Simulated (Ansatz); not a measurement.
## Rhenium, hcp: convergence with Gaussian smearing

Computed with Ansatz, PBE, scalar-relativistic PAW, on the relaxed cell (a = 2.777 Å, c = 4.479 Å (c/a = 1.613); spin not included). Errors count from a run at 420 eV on a Γ-centred 21×21×12 mesh with Fermi-Dirac smearing of 0.1 eV, extrapolated to zero width. Fixed here: cutoff 420 eV, mesh 13×13×7. The SCF starts from atomic densities corrected by a trained network.

| width (eV) | E(σ→0) error (meV/atom) | F error (meV/atom) | P (GPa) | SCF iterations |
| --- | --- | --- | --- | --- |
| 0.01 | 0.2 | 0.2 | -0.18 | 6 |
| 0.03 | 0.1 | 0.0 | -0.21 | 6 |
| 0.1 | 0.1 | -2.0 | -0.23 | 6 |
| 0.2 | 0.0 | -8.0 | -0.10 | 6 |
| 0.6 | 2.7 | -76.7 | 0.90 | 6 |
| 1.0 | 3.3 | -218.7 | 2.74 | 6 |

Q: What does the run at 0.3 give (width)?

A: E(σ→0) error (meV/atom): 0.5; F error (meV/atom): -18.2; P (GPa): 0.09; SCF iterations: 6.
